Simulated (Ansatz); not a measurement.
Z-matrix (Å, degrees):
```
Al
O 1 2.031
H 1 1.603 2 95.6
H 1 1.603 2 95.5 3 -118.7
H 1 1.592 2 103.1 3 120.7
H 2 0.964 1 111.3 3 119.1
H 2 0.963 1 111.4 3 -1.1
```

Total charge 0; spin multiplicity 1.

Q: List the B3LYP/def2-TZVPP orbital energies in eV (the Gaussian-basis code of Ansatz). (Estimate.)

A: Ansatz gave: Occupied: -1523.42, -523.29, -111.40, -72.12, -71.96, -71.95, -30.41, -17.30, -14.39, -12.03, -9.89, -7.55, -7.40. Lowest empty: -1.09, 0.96, 1.22, 1.72, 1.74, 3.04, 4.38, 4.64.

B3LYP here is the variant with VWN-RPA as its local correlation; programs differ in this.
